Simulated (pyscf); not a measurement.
H₃Si–AsH–AsH₂ (SMILES [SiH3][AsH][AsH2]) → H₂As–AsH₂ (SMILES [AsH2][AsH2]) + SiH₂ (SMILES [SiH2]) [singlet], a 1,1-elimination (singlet surface; As–Si, H–Si broken, As–H formed). Structures and frequencies: ωB97X-D3(BJ)/def2-SVP in PySCF. Energies in kcal/mol from the reactant's lowest minimum found.

Small-basis levels: PySCF, no dispersion term, spherical d functions. AM1 to PM7: differences of heats of formation from MOPAC, which are fitted to 298 K values and so differ in kind from electronic energies by zero-point and thermal terms. GFN2-xTB: tblite. Cost: rough CPU time at the saddle relative to B3LYP/6-31G*+LANL2DZ, from one job on a shared machine.

```
level                    barrier  reaction energy        cost
-----------------------  -------  ---------------  ----------
HF/6-31G*+LANL2DZ           79.3            +57.8         0.1
MP2/6-31G*+LANL2DZ          68.8            +64.0         0.1
BP86/6-31G*+LANL2DZ         56.9            +61.6           1
B3LYP/3-21G                 60.6            +55.8           1
M06-2X/6-31G*+LANL2DZ       61.2            +63.6           2
B3LYP/6-311+G**+LANL2DZ     58.5            +55.8           1
GFN2-xTB                     [?]            +55.4  under 0.02
PM3                          [?]            +70.7  under 0.02
PM7                         74.9            +98.2  under 0.02
ωB97M-D3(BJ)/def2-TZVP       [?]            +62.4           –
```

Question: What belongs in the gaps?

Answer: 
- GFN2-xTB, barrier: 57.3
- PM3, barrier: 41.3
- ωB97M-D3(BJ)/def2-TZVP, barrier: 56.7

Against the last row the barrier runs from -15.4 (PM3) to +22.6 kcal/mol (HF/6-31G*+LANL2DZ). ωB97M-D3(BJ)/def2-TZVP has limits of its own. On the product side the descent ends in an adduct with a As–Si contact, 13.8 kcal/mol under the separated species and 2.4 kcal/mol under the saddle at ωB97X-D3(BJ)/def2-TZVP. At ωB97M-D3(BJ) the saddle lies under the separated products, which points to a path from their complex (located at ωB97X-D3(BJ) alone), and parting the products costs more than the saddle. What is counted as broken (As–Si) persists as a longer contact in the product adduct; parting that adduct is a step of its own. At ωB97X-D3(BJ)/def2-TZVP the barrier from the zero used here is 60.7 kcal/mol. The same reactants have a lower exit, to H₃Si–AsH• + AsH₂• (no saddle counted: cutting one bond costs +50.1 kcal/mol at ωB97M-D3(BJ)/def2-TZVP, against +56.7 kcal/mol here). This is the saddle that the search found; another between the same sides may lie lower. In the def2 sets elements up to Kr have no core potential.
